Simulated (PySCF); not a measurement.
## Dipole moment and polarisability across levels of theory

HPS.
Atom-mapped SMILES: `[PH:1]=[S:2]` (hydrogens: H3 on P1)

PySCF, dipoles from the SCF density, polarisabilities from static response with core orbitals frozen. Geometry: PBE0-D3(BJ)/def2-SVP; no solvent, vibrations or thermal averaging.

**Question.** Compare the levels for these properties.

**Answer.** 

```csv
level,μ (D),α (Å³),anisotropy (Å³)
LDA/def2-SVPD,1.333,6.98,3.80
PBE/def2-SVPD,1.311,6.94,3.79
B3LYP/def2-SVPD,1.412,6.89,3.81
PBE0/def2-SVPD,1.449,6.83,3.76
BHandHLYP/def2-SVPD,1.571,6.81,3.81
CAM-B3LYP/def2-SVPD,1.516,6.84,3.80
wB97X-D/def2-SVPD,1.520,6.81,3.77
LC-wPBE/def2-SVPD,1.618,6.73,3.75
HF/def2-SVPD,1.822,6.83,3.89
PBE0/6-31G*,1.598,5.10,5.05
PBE0/def2-SVP,1.403,4.93,4.45
PBE0/6-31+G*,1.606,5.70,5.00
PBE0/aug-cc-pVDZ,1.405,6.84,3.94
PBE0/def2-TZVP,1.404,5.85,4.47
PBE0/def2-TZVPD,1.357,7.01,3.88
PBE0/aug-cc-pVTZ,1.372,7.01,3.89
```

The anisotropy is √(½[(α1 − α2)² + (α2 − α3)² + (α3 − α1)²]). The dipole runs from 1.31 D (PBE/def2-SVPD) to 1.82 D (HF/def2-SVPD). No reference polarisability is at hand; against PBE0 in the largest diffuse basis at hand (aug-cc-pVTZ) the other PBE0 rows deviate by 6-31G* -27%, def2-SVP -30%, 6-31+G* -19%, def2-SVPD -3%, aug-cc-pVDZ -2%, def2-TZVP -17%, def2-TZVPD 0%. In one basis (def2-SVPD) the functionals order the polarisability from LC-wPBE (lowest) to LDA (highest), a spread of 4%. With PBE0 the polarisability is 5.29 Å³ without diffuse functions (mean of 6-31G*, def2-SVP and def2-TZVP) and 6.68 Å³ with them (mean of 6-31+G*, def2-SVPD, aug-cc-pVDZ, def2-TZVPD and aug-cc-pVTZ).
